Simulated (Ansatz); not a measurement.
# CBSi: the cost of one run

Method: def2-QZVPP, core rule «outside noble gas», up to 7 orbitals frozen; program: Ansatz 0.2.0, Gaussian basis.

To be run: UHF; ROHF; CCSD(T) on UHF.

2 further runs of the same task are left out: 2 set aside as unsound or not needed.

### Step 1. The system

The geometry is a PBE0/def2-TZVP stationary point (not a proven minimum).

3 atoms, charge 0, spin multiplicity 2.

Atoms are counted from 1 here; the program's logs count them from 0.

Bond lengths: B1–C2 1.370 Å, C2–Si3 1.676 Å. Angles: B1–C2–Si3 180.0°.

### Step 2. UHF

in.yaml

```yaml
crystal:
  periodic: [false, false, false]
  atoms:
    - {symbol: B, position_ang: [0.000000, 0.000000, -1.472133]}
    - {symbol: C, position_ang: [0.000000, 0.000000, -0.102133]}
    - {symbol: Si, position_ang: [0.000000, 0.000000, 1.574267]}
basis:
  gaussian: {orbitals: "def2-QZVPP.json"}
magnetization: {spin_polarized: true, initial_magnetization: 1}
hamiltonian: {xc: hf}
output: {orbitals: {seedname: orbitals}}
```

Launch:

```
> ansatz run in.yaml --threads 1 --pin off --events-out ev --progress --plain --max-ram 4096MiB --backend cpu
```

What time and memory should one allow on 1 thread of AMD EPYC 7R13, shared host?

About 11 s, with a peak of 0.42 GiB.
